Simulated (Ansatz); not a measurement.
Results of PBE (plane waves, PAW; Ansatz, an electronic-structure program) for 2H WS2.

Run with plane-wave cutoff 520 eV, 12×12×4 k mesh (along the axes of the cell as run), perturbation theory, no spin polarisation, scalar-relativistic PAW data made under PBE.

Computed at the level's own relaxed cell.

**Question.** Predict the electronic dielectric constant ε∞ (mean over three axes) and dielectric constant ε0 (ions relaxed) (mean over three axes).

**Answer.** 
- electronic dielectric constant ε∞ (mean over three axes) = 8.82
- dielectric constant ε0 (ions relaxed) (mean over three axes) = 8.84

Note: the cell comes from a level without a dispersion term, which matters for the spacing of layers, chains or molecules; the cell has widely spaced layers and the level no dispersion term, so their spacing and the moduli can rest on weak binding.

Spin–orbit coupling is not included.

The result took roughly 28 core-minutes.
